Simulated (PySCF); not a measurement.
Name the molecule from its bond curve

A diatomic of charge 0 contains Al. Its singlet curve at PBE0 in a double-zeta basis (spin-free X2C with a Gaussian nucleus, PySCF), in eV from the separated fragments:

```csv
R (Å),E (eV)
2.712,-0.472
2.839,-0.595
2.965,-0.664
3.059,-0.689
3.154,-0.696
3.249,-0.689
3.375,-0.662
3.533,-0.608
3.722,-0.523
3.974,-0.390
```

The fit gives ωe = 188 cm⁻¹ and the rotational constant Bₑ = 0.1368 cm⁻¹.

Q: Which atom is the partner?

A: The minimum lies at 3.151 Å, so the reduced mass is 16.8576 u Å² cm⁻¹/(Bₑ·Re²) = 12.41 u. With Al at 26.98 u the partner weighs about 23.0 u: Na. The molecule is NaAl.

Closed-shell solutions of metal pairs were not tested for spin polarisation, which can lower them a little.
